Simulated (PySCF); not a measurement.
# C4H6: core ionisation energies

Compound: 1-butyne, C4H6.
Numbering: `[CH:1]#[C:2][CH2:3][CH3:4]`

Computed with PySCF 2.14.0, delta-SCF UKS SCAN, pcX-2 on the ionised atom, pcseg-1 elsewhere, spin-free X2C. Binding energies are ΔSCF values: E(core-ionised, relaxed orbitals) − E(ground state) at a fixed geometry, referred to the vacuum level.

Give the core binding energies atom by atom.

| atom(s) | environment | level | binding energy (eV) | above the level's lowest (eV) | count |
| --- | --- | --- | --- | --- | --- |
| C1 | terminal alkyne carbon | C 1s | 290.02 | 0.00 | 1 |
| C2 | alkyne carbon | C 1s | 290.57 | +0.55 | 1 |
| C3 | propargylic carbon | C 1s | 291.55 | +1.53 | 1 |
| C4 | methyl carbon | C 1s | 290.79 | +0.77 | 1 |

Lowest listed C 1s: C1, bonded to C (triple bond) and H. Highest, 1.53 eV above it: C3, bonded to 2 C and 2 H. Summing the Pauling electronegativity differences to the bonded atoms, each weighted by its formal bond order, gives -0.35 for the lowest site and -0.70 for the highest; the largest sum, 0.00, belongs to C2, 0.98 eV below the top. The smallest sum, -1.05, belongs to C4, 0.77 eV above the lowest.

Express the binding energy of C 1s of C2 in atomic units and per mole.

290.57 eV = 10.6783 Eh = 28036 kJ/mol.

Spin contamination (⟨S²⟩ against 0.75 for a pure doublet) is marked for C 1s of C2 (0.85), which makes this value less certain. Geometry: GFN2-xTB; no solvent, vibrations or thermal averaging.
